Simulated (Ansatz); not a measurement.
I need a single point in a Gaussian basis of CH7NSi, SMILES NC[SiH3]. Use Ansatz 0.2.0, Python API. Settings: CCSD(T), cc-pVTZ basis, multiplicity 1.

```xyz
10

N    -1.2912    0.5114   -0.5065
C     0.1150    0.5598   -0.3562
Si    0.6791   -0.7565    0.8159
H    -1.5619   -0.2953   -0.9817
H    -1.6101    1.3059   -1.1637
H     0.4258    1.5607    0.0166
H     0.6149    0.4240   -1.3305
H     0.3312   -2.0850    0.3391
H     0.1810   -0.5346    2.2442
H     2.1992   -0.7414    0.9257
```

`energy.py`:
```python
"""Single point of CH7NSi in a Gaussian basis."""

from dataclasses import dataclass

import ansatz as az


@dataclass(frozen=True)
class RunConfig:
    basis_set: str = "cc-pVTZ"
    method: str = "ccsd_t"


opts = RunConfig()

GEOMETRY = """
N    -1.29120    0.51140   -0.50650
C     0.11500    0.55980   -0.35620
Si    0.67910   -0.75650    0.81590
H    -1.56190   -0.29530   -0.98170
H    -1.61010    1.30590   -1.16370
H     0.42580    1.56070    0.01660
H     0.61490    0.42400   -1.33050
H     0.33120   -2.08500    0.33910
H     0.18100   -0.53460    2.24420
H     2.19920   -0.74140    0.92570
"""


def main() -> None:
    molecule = az.Crystal.molecule()
    for line in GEOMETRY.strip().splitlines():
        symbol, *xyz = line.split()
        molecule = molecule.atom(symbol, [float(v) for v in xyz])

    calculation = molecule.calculation()
    calculation = calculation.basis(gaussian=opts.basis_set)
    calculation = calculation.correlation(opts.method)
    calculation = calculation.accuracy("medium")
    outcome = calculation.run()
    r = outcome.report

    print("reference energy %16.6f eV" % r["reference_energy_ev"])
    print("total energy     %16.6f eV" % r["free_energy_ev"])
    print("occupied orbitals outside the frozen core (up, down):", r["n_occupied"], " frozen:", r["n_frozen"], " virtual:", r["n_virtual"])

    print("correlation energy", round(r["free_energy_ev"] - r["reference_energy_ev"], 5), "eV")
    cluster = r["correlation"].get("coupled_cluster")
    if cluster:
        print("cycles", cluster["cycles"], " T1 diagnostic", round(cluster["t1_diagnostic"], 4), " largest double", round(cluster["largest_double"], 4))

    field = r["mean_field"]
    print("<S^2> =", round(abs(field["state"]["spin_squared"]), 4), " all-electron relativity setting:", field["relativity"])
    print("passes:", field["passes"])
    if "symmetry" in field:
        print("occupied orbitals by irrep:", field["symmetry"]["occupied"])


if __name__ == "__main__":
    main()
```

```console
$ python energy.py
reference energy    -10485.813049 eV
total energy        -10501.869391 eV
occupied orbitals outside the frozen core (up, down): [10, 10]  frozen: 7  virtual: [175, 175]
correlation energy -16.05634 eV
cycles 9  T1 diagnostic 0.0097  largest double 0.0177
<S^2> = 0.0  all-electron relativity setting: none
passes: {'evaluations': 21, 'products': 39}
occupied orbitals by irrep: [{'A': 17}, {'A': 17}]
```

Notes:
- The settings weren't tested for convergence.
- The geometry is a force-field or estimated start, not a minimum of this method, and the basis set is short of its limit.
- Inner cores stay frozen, so this is valence correlation.
- S² is that of the Hartree-Fock reference.
- Run time: 75 s on 1 thread of Arm Neoverse V1, on a shared host, peak memory 2.1 GiB.

(Lines on the test bed's own set-up are left out of the output.)
